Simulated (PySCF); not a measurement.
# Match the barriers

Saddle point of BSiH6F, closed shell (BSiH₅ ([BH2][SiH3]) + HF → BH₂F ([BH2][F]) + SiH₄; bonds formed: B1–F6, Si2–H5; bonds broken: B1–Si2, H5–F6), PBE0-D4/def2-TZVP structure:

```csv
atom,x (Å),y (Å),z (Å)
B1,-1.0216,0.1826,-0.2522
Si2,0.8867,-0.3457,0.5161
H3,-1.5190,0.9319,0.5309
H4,-1.5616,-0.8287,-0.5802
H5,0.1454,0.6348,-1.0145
F6,-0.6747,1.0395,-1.6238
H7,0.2703,-1.0635,1.6638
H8,1.7177,-1.2969,-0.2690
H9,1.7566,0.7459,1.0289
```

Program: PySCF 2.14 with density fitting (its default auxiliary sets; JK sets also for MP2 and CCSD(T)). Basis: def2-TZVPP, with def2-QZVPP for the basis limit. Cores are frozen in the correlated methods. Extrapolation: Hartree–Fock as exp(−7.88 √X), correlation as X^−2.97. Four methods, as single points on the PBE0-D4 structures, gave these electronic barriers from the start structure: 0.384, 0.526, 0.628, 1.153 eV.

**Question.** The methods were, in alphabetical order, HF, MP2, PBE-D4, PBE0-D4. Which gave which? (A judgement: the text doesn't fix the answer.)

**Answer.** The calculation gives: PBE-D4 0.384; PBE0-D4 0.526; MP2 0.628; HF 1.153 eV. For comparison, CCSD(T) at an estimated basis limit (MP2 extrapolated from triple and quadruple zeta, plus CCSD(T) − MP2 in triple zeta) gives 0.684 eV.

T1 diagnostic: at most 0.014. The end structure is not quite a true minimum (one mode of 48i cm⁻¹).

Steps of this kind, hydrogen fluoride cutting a network bond, underlie vapour etching and the fluorination step of atomic layer etching.

Labels in which every atom is bracketed show which atoms are joined, not bond orders.

For scale, one of the runs: CCSD(T)/def2-TZVPP, 188 basis functions, launched by `OMP_NUM_THREADS=4 python run.py`. Hardware: 4 CPU threads of an Arm Neoverse V2, shared host. Wall time 4 min; peak host memory 1.9 GiB.
